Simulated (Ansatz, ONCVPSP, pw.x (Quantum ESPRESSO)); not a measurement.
## Si (Z = 14): one change to the ONCV potential, in the atom and in the diamond crystal

ONCVPSP 4.0.1.1 (patched build) input, shortened (lines: element, Z, core and valence counts, functional; n l f; lmax; l rc ep ncon nbas qcut; lloc lpopt rc5 dvloc0; l nproj debl; icmod fcfact rcfact), PBE, scalar-relativistic:

```
  Si 14.00    3    2        4      upf
    1    0    2.00
    2    0    2.00
    2    1    6.00
    3    0    2.00
    3    1    0.50
    2
    0    1.75    0.00    4    7    4.20
    1    1.85    0.00    4    7    5.40
    2    1.90    0.17    4    8    5.10
    0    5    1.75    0.00
    0    0    3.80
    1    2    0.80
    2    2    1.90
    3    4.50    1.80
```

In the d channel the program set the typed energies aside and used 0.050, 1.950 Ha.

Change: s: qcut 3.2.

Cutoffs, loose and tight: the cutoffs (Ha) at which the residual kinetic energy of the hardest occupied pseudo-wave falls to 1 and 0.1 mHa per electron. They do not see the model core or the augmentation charge, which bear on the density cutoff. Test errors are all-electron minus pseudo excitation energies from the reference, over the configurations 3s2 3p2; 3s2 3p1; 3s2 3p0; 3s1 3p3; variants that change the core or the reference have their own tests.

Crystal test: diamond Si in pw.x 7.5, no spin, 8³ k-points, Fermi–Dirac smearing 0.01 Ry, cutoffs set for each file from its atomic test. The reference is all-electron LAPW (Ansatz 0.2.0) with the same functional, mesh and smearing; V0 and B0 come from Birch–Murnaghan fits to the pressures at five volumes. Errors are pseudo minus all-electron; Δ is the rms difference of the E(V) curves that follow from these fits, minima aligned, over ±6 % about the mean V0. Mesh and smearing are coarse, so the numbers serve the comparison and aren't converged zero-temperature values; the lattice is a test structure that the element need not adopt.

All-electron: a0 = 5.469 Å (V0 = 20.45 Å³/atom), B0 = 88.5 GPa.

Task: Does the change bring the crystal closer to the all-electron result?

Result: The mean pressure error goes from +2.96 to +2.83 GPa, a small move against the size of the error.

| quantity | base | changed |
| --- | --- | --- |
| outcome (atom) | generated, projector energies reset by the program | generated, projector energies reset by the program |
| cutoff, loose (atom) | 8.0 Ha | 24 Ha |
| cutoff, tight (atom) | 17 Ha | 36 Ha |
| bound ghosts (atom) | none | none |
| largest test error (meV) (atom) | -63 | -64 |
| cutoffs in pw.x (Ry) | 50/200 | 85/340 |
| a0 (Å) | 5.529 | 5.527 |
| a0 error (%) | +1.10 | +1.05 |
| B0 error (%) | -5.4 | -5.3 |
| Δ (meV/atom) | 12.8 | 12.3 |
| mean pressure error (GPa) | +2.96 | +2.83 |

Base: This is a poor potential for the solid. The cutoffs count occupied waves only; projector 2 of the d channel, the hardest unoccupied one, needs 25 Ha at the loose tolerance. Changed file: This is a poor potential for the solid.
